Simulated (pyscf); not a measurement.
PH₂• + disilane (H₃Si–SiH₃) → PH₃ + •H₂Si–SiH₃, a hydrogen abstraction (doublet surface; H–Si broken, H–P formed). Single points on ωB97X-D3(BJ)/def2-SVP structures (PySCF, gas phase). Energies in eV from the separated reactants.

AM1 to PM7: differences of heats of formation from MOPAC, which are fitted to 298 K values and so differ in kind from electronic energies by zero-point and thermal terms. Open shells are spin-unrestricted. 

**Question.** In single points AM1 puts the saddle at -0.01 eV and the reaction energy at -0.22 eV. Should these be trusted to within a few kcal/mol? Compare with ωB97M-D3(BJ)/def2-TZVP.

**Answer.** ωB97M-D3(BJ)/def2-TZVP gives ΔE‡ = 0.44 eV and ΔE = +0.24 eV. AM1 lies 0.45 eV under it in the barrier and 0.47 eV under it in the reaction energy, so on this step it does not hold to within 0.13 eV. At AM1 this geometry lies under one side, so its ΔE‡ may be no barrier of that level. ωB97M-D3(BJ)/def2-TZVP has limits of its own. One saddle was located; it need not be the lowest between these sides. The angle at the transferred H is 164°.
